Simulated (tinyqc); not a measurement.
Inside a calculation. Method: Pariser-Parr-Pople SCF with singles CI, for the molecule c1ccccc1 (SMILES; centres numbered as the heavy atoms are written). One step of it, computed by the program tinyqc.

Task: PPP integrals. Ohno: gamma = 14.399645/sqrt(R^2 + a^2), a = 2 x 14.399645/(gamma_rr + gamma_ss); H_rr = -W_r - sum_(s != r) z_s gamma_rs; H_rs = beta for bonds.

Centres (angstrom, eV; a flat drawing with bonds scaled to 1.40 angstrom):
```
centre          x          y  core charge z          W   gamma_rr
1C       1.400000   0.000000              1  11.160000  11.130000
2C       0.700000   1.212000              1  11.160000  11.130000
3C      -0.700000   1.212000              1  11.160000  11.130000
4C      -1.400000   0.000000              1  11.160000  11.130000
5C      -0.700000  -1.212000              1  11.160000  11.130000
6C       0.700000  -1.212000              1  11.160000  11.130000
```

Resonance integrals (eV):
```
i  j       beta
1  2  -2.530000
2  3  -2.530000
3  4  -2.530000
4  5  -2.530000
5  6  -2.530000
6  1  -2.530000
```

Give: repulsion gamma_rs; core matrix H.

Result:

repulsion gamma_rs (eV), order 1C, 2C, 3C, 4C, 5C, 6C:
```
[[11.1300, 7.5550, 5.2396, 4.6685, 5.2396, 7.5550],
 [7.5550, 11.1300, 7.5539, 5.2396, 4.6695, 5.2407],
 [5.2396, 7.5539, 11.1300, 7.5550, 5.2407, 4.6695],
 [4.6685, 5.2396, 7.5550, 11.1300, 7.5550, 5.2396],
 [5.2396, 4.6695, 5.2407, 7.5550, 11.1300, 7.5539],
 [7.5550, 5.2407, 4.6695, 5.2396, 7.5539, 11.1300]]
```

core matrix H (eV), order 1C, 2C, 3C, 4C, 5C, 6C:
```
[[-41.4176, -2.5300, 0.0000, 0.0000, 0.0000, -2.5300],
 [-2.5300, -41.4186, -2.5300, 0.0000, 0.0000, 0.0000],
 [0.0000, -2.5300, -41.4186, -2.5300, 0.0000, 0.0000],
 [0.0000, 0.0000, -2.5300, -41.4176, -2.5300, 0.0000],
 [0.0000, 0.0000, 0.0000, -2.5300, -41.4186, -2.5300],
 [-2.5300, 0.0000, 0.0000, 0.0000, -2.5300, -41.4186]]
```
